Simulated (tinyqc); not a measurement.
G0W0 on RHF in the sto-3g basis, for H2F+, spin multiplicity 1, step by step. One step of it, computed by the program tinyqc.

Question. G0W0 on Hartree-Fock: HOMO. W(p,q,m) = sqrt2 sum_ia (pq|ia) (X+Y)_ia,m; Sigma_c(x) = sum_(i,m) W^2/(x - e_i + w_m) + sum_(a,m) W^2/(x - e_a - w_m); solve x = e_p + Sigma_c(x) by Newton steps; Z = 1/(1 - dSigma/dx); 1 hartree = 27.211386 eV.

orbital energies (hartree): MO1 -26.580824, MO2 -1.994686, MO3 -1.119144, MO4 -1.025225, MO5 -1.003569, MO6 -0.071879, MO7 0.073893

Two-electron integrals over orbitals (pq|rs), unique and non-zero (hartree):
```
(11|11) 5.363057    (21|11) -0.507280   (21|21) 0.076051    (22|11) 1.208423
(22|21) -0.020131   (22|22) 0.858795    (31|31) 0.017230    (32|31) 0.025532
(32|32) 0.153920    (33|11) 0.973342    (33|21) -0.008257   (33|22) 0.747175
(33|33) 0.717495    (41|11) 0.119768    (41|21) -0.015570   (41|22) 0.012091
(41|33) 0.004549    (41|41) 0.027455    (42|11) -0.092728   (42|21) 0.007202
(42|22) -0.005241   (42|33) -0.006770   (42|41) 0.030442    (42|42) 0.161809
(43|31) -0.003181   (43|32) 0.008025    (43|43) 0.048387    (44|11) 1.147658
(44|21) -0.013906   (44|22) 0.813604    (44|33) 0.700280    (44|41) -0.009791
(44|42) -0.085312   (44|44) 0.874135    (51|51) 0.029580    (52|51) 0.039317
(52|52) 0.183173    (53|53) 0.037416    (54|51) -0.008673   (54|52) -0.031888
(54|54) 0.052661    (55|11) 1.264017    (55|21) -0.014338   (55|22) 0.882554
(55|33) 0.736505    (55|41) 0.003425    (55|42) -0.051165   (55|44) 0.828195
(55|55) 0.997514    (61|11) 0.196664    (61|21) -0.030934   (61|22) 0.004458
(61|33) 0.002196    (61|41) -0.006117   (61|42) -0.018795   (61|44) 0.012062
(61|55) 0.005515    (61|61) 0.018983    (62|11) -0.270064   (62|21) 0.007065
(62|22) -0.137882   (62|33) -0.084724   (62|41) -0.017221   (62|42) -0.044982
(62|44) -0.096210   (62|55) -0.142576   (62|61) 0.005059    (62|62) 0.071760
(63|31) -0.003650   (63|32) 0.024853    (63|43) 0.019209    (63|63) 0.070020
(64|11) -0.281052   (64|21) 0.003835    (64|22) -0.150853   (64|33) -0.088442
(64|41) -0.005629   (64|42) 0.010585    (64|44) -0.156999   (64|55) -0.156329
(64|61) 0.000854    (64|62) 0.059613    (64|64) 0.080274    (65|51) -0.012796
(65|52) -0.049814   (65|54) -0.009554   (65|65) 0.024316    (66|11) 0.671236
(66|21) -0.005313   (66|22) 0.554471    (66|33) 0.539901    (66|41) 0.014748
(66|42) 0.064187    (66|44) 0.526139    (66|55) 0.532568    (66|61) -0.004850
(66|62) -0.048831   (66|64) -0.025800   (66|66) 0.533985    (71|31) 0.016593
(71|32) 0.023670    (71|43) -0.003145   (71|63) -0.003177   (71|71) 0.015994
(72|31) 0.017687    (72|32) 0.069264    (72|43) -0.021116   (72|63) -0.024905
(72|71) 0.016439    (72|72) 0.057180    (73|11) 0.429503    (73|21) -0.008264
(73|22) 0.216705    (73|33) 0.165206    (73|41) -0.001037   (73|42) -0.055744
(73|44) 0.201971    (73|55) 0.236916    (73|61) 0.004832    (73|62) -0.067589
(73|64) -0.091601   (73|66) 0.016185    (73|73) 0.164310    (74|31) -0.006916
(74|32) -0.052973   (74|43) 0.006136    (74|63) -0.044473   (74|71) -0.006718
(74|72) -0.010953   (74|74) 0.048736    (75|53) 0.025661    (75|75) 0.019870
(76|31) -0.009181   (76|32) -0.089406   (76|43) -0.050737   (76|63) -0.086690
(76|71) -0.008852   (76|72) 0.004618    (76|74) 0.061513    (76|76) 0.162378
(77|11) 0.778111    (77|21) -0.007482   (77|22) 0.600414    (77|33) 0.599885
(77|41) 0.003040    (77|42) 0.006919    (77|44) 0.578275    (77|55) 0.588919
(77|61) 0.002147    (77|62) -0.042292   (77|64) -0.031522   (77|66) 0.527745
(77|73) 0.068807    (77|77) 0.564626
```

excitation energies w (hartree): 0.979115  1.034317  1.099117  1.116494  1.263701  1.491459  2.092184  2.181556  26.546885  26.686692

X + Y:
```
            1          2         3         4          5          6          7          8
1>6  0.000000  -0.000297  0.000000  0.000000   0.000000  -0.000779  -0.000610   0.000000
1>7  0.000000   0.000000  0.000875  0.000000   0.000454   0.000000   0.000000  -0.002437
2>6  0.000000  -0.077862  0.000000  0.000000   0.000000   0.265117   0.930559   0.000000
2>7  0.000000   0.000000  0.059111  0.000000  -0.020141   0.000000   0.000000   0.972737
3>6  0.000000   0.000000  0.721684  0.000000  -0.611750   0.000000   0.000000  -0.029432
3>7  0.000000   0.328517  0.000000  0.000000   0.000000   0.831414  -0.155269   0.000000
4>6  0.000000   0.912398  0.000000  0.000000   0.000000  -0.227997   0.084047   0.000000
4>7  0.000000   0.000000  0.671959  0.000000   0.690492   0.000000   0.000000  -0.012291
5>6  0.975481   0.000000  0.000000  0.000000   0.000000   0.000000   0.000000   0.000000
5>7  0.000000   0.000000  0.000000  0.982365   0.000000   0.000000   0.000000   0.000000

            9         10
1>6  0.999285   0.000000
1>7  0.000000   0.999400
2>6  0.000055   0.000000
2>7  0.000000   0.000192
3>6  0.000000  -0.000019
3>7  0.000033   0.000000
4>6  0.000005   0.000000
4>7  0.000000  -0.000042
5>6  0.000000   0.000000
5>7  0.000000   0.000000
```

Give: The 12 largest terms at x = e_p; Newton steps; quasiparticle energy of the HOMO; Hartree-Fock value.

Answer.

The 12 largest terms at x = e_p (hartree; W for the signs of X + Y given):
```
q  m       W       term
5  6   0.276      0.051
5  7  -0.258      0.032
5  2  -0.076      0.006
2  1  -0.069   2.40e-03
3  4   0.036   1.03e-03
6  1   0.034  -5.89e-04
7  4   0.028  -3.47e-04
4  1  -0.013   1.74e-04
1  1  -0.018   1.17e-05
5  9   0.008   2.29e-06
```

Newton steps (hartree):
```
step       x  Sigma_c(x)      Z
0     -1.004       0.091  0.946
1     -0.917       0.086  0.951
2     -0.917       0.086  0.951
3     -0.917       0.086  0.951
```

quasiparticle energy of the HOMO = -24.960 eV

Hartree-Fock value = -27.309 eV
